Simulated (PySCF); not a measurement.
Computed with PBE-D3(BJ)/def2-TZVP // PBE0-D3(BJ)/def2-TZVP in PySCF. Isolated molecules, 0 K electronic values unless said otherwise. One relaxed conformer stands for a flexible species; it need not be the lowest. 

Reference species (SMILES): `[SH][In][OH]` (H–O–In–S torsion -180°, O–In–S–H torsion 0°) (neutral, multiplicity 2).

| Item | Value |
|---|---|
| highest occupied spin orbital | -5.30 eV |

Changed species: `[OH]` (radical fragment; the reference has radical fragment).

Question: Give the shifts of the highest occupied spin orbital.

Answer: the highest occupied spin orbital falls by 1.86 eV, to -7.16 eV.
